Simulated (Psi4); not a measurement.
Reaction (SMILES): O=CO + 3 [H][H] (H2) → C (CH4) + 2 O (H2O)
B3LYP-D3(BJ)/def2-TZVP geometries, fixed; electronic energies without zero-point terms.

Effect of the grid (radial, spherical points) at wB97X-V/def2-TZVP with Psi4, against the last row, where the energy of full hydrogenation is -49.42 kcal/mol. Species with rotatable bonds are taken in one conformer.

```csv
setting,"grid points, largest species",largest shift of a total energy (mEh),shift of the energy of full hydrogenation (kcal/mol)
"grid: 35, 110",18948,0.055,-0.026
"grid: 50, 194",47511,0.005,-0.004
"grid: 75, 302",109146,0.001,0.000
"grid: 99, 590",280501,0.000,0.000
"grid: 150, 974",697133,0.000,0.000
```

Within 0.02 kcal/mol in the energy of full hydrogenation: grid: 50, 194; grid: 75, 302; grid: 99, 590. The largest shift is 0.055 mEh in a total energy and 0.026 kcal/mol in the difference.
